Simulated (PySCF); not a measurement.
# C4H10O (1-methoxypropane): levels of theory compared

We compute a comparison of 6 runs (HF/STO-3G, HF/3-21G, B3LYP/6-31G*, B2PLYP/def2-SVP, wB97M-V/def2-SVP, SCS-MP2/def2-SVP) of C4H10O (1-methoxypropane). Input form: a Python script.

The results are computed with PySCF 2.14.0.

1 further run of the same task is left out (set aside as unsound or not needed).

## Step 1: The system as given

The species is C4H10O (15 atoms), meant as a singlet with charge 0. As SMILES, `CCCOC`. The shape is that of a PBE0-D4/def2-TZVP optimisation. This is one conformer, not always the lowest.

Bond lengths: C1–C2 1.519 Å, C2–C3 1.511 Å, C3–O4 1.405 Å, O4–C5 1.398 Å, C1–H6 1.094 Å, C1–H7 1.092 Å, C1–H8 1.091 Å, C2–H9 1.095 Å, C2–H10 1.095 Å, C3–H11 1.101 Å, C3–H12 1.103 Å, C5–H13 1.090 Å, C5–H14 1.100 Å, C5–H15 1.100 Å. Some angles: C1–C2–C3 113.1°, C2–C3–O4 109.3°, C3–O4–C5 112.5°, C1–C2–H9 110.3°, C1–C2–H10 110.2°, C3–C2–H9 107.9°, C3–C2–H10 108.5°, C2–C1–H6 111.0°, C2–C1–H7 111.3°, C2–C1–H8 110.8°.

## Step 2: The energy at HF/STO-3G (run 1)

job.py reads:

```python
# CCCOC
from pyscf import gto, scf

mol = gto.Mole()
mol.atom = '''
C   -1.590400  -0.737100  -1.038200
C   -0.374800  -1.300100  -0.322500
C    0.668700  -0.252100  -0.013200
O    0.125100   0.699600   0.865900
C    1.027900   1.722200   1.172200
H   -1.307900  -0.284600  -1.993300
H   -2.325800  -1.517900  -1.244000
H   -2.072400   0.033100  -0.434200
H    0.098500  -2.077200  -0.931700
H   -0.676600  -1.776600   0.615800
H    1.557900  -0.717300   0.440900
H    0.998400   0.242400  -0.942500
H    0.529400   2.412500   1.853400
H    1.931600   1.331000   1.661600
H    1.336500   2.272200   0.271500
'''
mol.max_memory = 1860
mol.basis = 'sto-3g'
mol.charge = 0
mol.verbose = 4
mol.build()

calc0 = scf.RHF(mol)
calc0.conv_tol = 1e-10
calc0.kernel()
if not calc0.converged:
    calc0 = calc0.newton().run(calc0.mo_coeff, calc0.mo_occ)

e_final = calc0.e_tot
print('E = %.10f Eh' % e_final)
```

Command:

```bash
OMP_NUM_THREADS=1 python job.py
```

Standard output:

```text
PySCF version 2.14.0

[... 67 lines left out ...]
converged SCF energy = -229.293840312299
E = -229.2938403123 Eh
```

It took 1.2 s on 1 thread of Intel Xeon at 2.70GHz, shared host; peak memory 0.1 GiB.

## Step 3: The energy at HF/3-21G (run 2)

input.py reads:

```python
# CCCOC
from pyscf import gto, scf

mol = gto.M(
    atom=[
    ('C', (-1.590400, -0.737100, -1.038200)),
    ('C', (-0.374800, -1.300100, -0.322500)),
    ('C', (0.668700, -0.252100, -0.013200)),
    ('O', (0.125100, 0.699600, 0.865900)),
    ('C', (1.027900, 1.722200, 1.172200)),
    ('H', (-1.307900, -0.284600, -1.993300)),
    ('H', (-2.325800, -1.517900, -1.244000)),
    ('H', (-2.072400, 0.033100, -0.434200)),
    ('H', (0.098500, -2.077200, -0.931700)),
    ('H', (-0.676600, -1.776600, 0.615800)),
    ('H', (1.557900, -0.717300, 0.440900)),
    ('H', (0.998400, 0.242400, -0.942500)),
    ('H', (0.529400, 2.412500, 1.853400)),
    ('H', (1.931600, 1.331000, 1.661600)),
    ('H', (1.336500, 2.272200, 0.271500)),
],
    spin=0,
    verbose=4,
    max_memory=1860,
    basis='3-21g',
)

mf = scf.RHF(mol)
mf.conv_tol = 1e-10
mf.kernel()
if not mf.converged:
    mf = mf.newton().run(mf.mo_coeff, mf.mo_occ)

energy = mf.e_tot
print(f'total energy: {energy:.8f} hartree')
```

Command:

```bash
OMP_NUM_THREADS=1 python input.py
```

Standard output:

```text
PySCF version 2.14.0

[... 69 lines left out ...]
converged SCF energy = -230.855071564205
total energy: -230.85507156 hartree
```

It took 1.4 s on 1 thread of Intel Xeon at 2.70GHz, shared host; peak memory 0.12 GiB.

Runs 3 to 5 aren't shown in full; the table further down has their settings and results.

## Step 4: A single-point energy at SCS-MP2/def2-SVP (run 6)

input.py reads:

```python
from pyscf import gto, scf, mp

mol = gto.M(
    atom='''
C     -1.590400    -0.737100    -1.038200
C     -0.374800    -1.300100    -0.322500
C      0.668700    -0.252100    -0.013200
O      0.125100     0.699600     0.865900
C      1.027900     1.722200     1.172200
H     -1.307900    -0.284600    -1.993300
H     -2.325800    -1.517900    -1.244000
H     -2.072400     0.033100    -0.434200
H      0.098500    -2.077200    -0.931700
H     -0.676600    -1.776600     0.615800
H      1.557900    -0.717300     0.440900
H      0.998400     0.242400    -0.942500
H      0.529400     2.412500     1.853400
H      1.931600     1.331000     1.661600
H      1.336500     2.272200     0.271500
''',
    charge=0,
    basis='def2-svp',
    verbose=4,
    max_memory=1860,
)

myscf = scf.RHF(mol)
myscf.conv_tol = 1e-10
myscf.kernel()
if not myscf.converged:
    myscf = myscf.newton().run(myscf.mo_coeff, myscf.mo_occ)

pt = mp.MP2(myscf, frozen=5).run()
e_tot = myscf.e_tot + 1.2 * pt.e_corr_os + pt.e_corr_ss / 3
print('Final energy', e_tot)
```

Command:

```bash
OMP_NUM_THREADS=1 python input.py
```

Standard output:

```text
PySCF version 2.14.0

[... 69 lines left out ...]
converged SCF energy = -231.971833158718
[... 1 line left out ...]
******** <class 'pyscf.mp.mp2.RMP2'> ********
nocc = 16, nmo = 115
frozen orbitals 5
E(RMP2) = -232.733781033823  E_corr = -0.761947875104636
E(SCS-RMP2) = -232.734465365556  E_corr = -0.762632206837567
E_corr(same-spin) = -0.17504451148615
E_corr(oppo-spin) = -0.586903363618486
Final energy -232.73446536555556
```

It took 7.8 s on 1 thread of Intel Xeon at 2.70GHz, shared host; peak memory 0.42 GiB.

## Step 5: The series

```csv
run,level,integration grid,frozen core orbitals,energy (Eh),dipole moment (D) of the reference,HOMO energy (eV),LUMO energy (eV),wall time
1,HF/STO-3G,–,–,-229.293840,1.13,-8.93,15.13,1.2 s
2,HF/3-21G,–,–,-230.855072,1.55,-11.03,7.06,1.4 s
3,B3LYP/6-31G* (spherical functions),5,–,-233.653745,1.07,-6.80,2.49,34 s
4,B2PLYP/def2-SVP,5,5,-233.217326,1.24,-8.79,2.89,47 s
5,wB97M-V/def2-SVP,5,–,-233.349128,1.13,-9.64,3.57,4.2 min
6,SCS-MP2/def2-SVP,–,5,-232.734465,1.39,-11.39,4.82,7.8 s
```

## Step 6: Outcome

| quantity | value |
| --- | --- |
| run 6: total energy | -232.73447 Eh |
| run 6: dipole moment (Hartree–Fock density) | 1.39 D |
| run 6: HOMO energy (Hartree–Fock orbitals) | -11.39 eV |
| run 6: LUMO energy (Hartree–Fock orbitals) | 4.82 eV |
| run 6: HOMO–LUMO gap (Hartree–Fock orbitals) | 16.21 eV |
| run 6: correlation energy (5 core orbitals frozen) | -762.6 mEh |

**Reading.** Over runs 1, 2, 3, 4, 5 the dipole moment (its size) runs from 1.07 D (B3LYP/6-31G*) to 1.55 D (HF/3-21G). The two ends differ in method and basis. Over runs 1, 2, 3, 4, 5 the HOMO–LUMO gap runs from 9.29 eV (B3LYP/6-31G*) to 24.06 eV (HF/STO-3G). Totals of different functionals can't be ranked against each other. In run 1 the basis is minimal, so the values are rough. All runs together took 5.7 min, the longest 4.2 min.
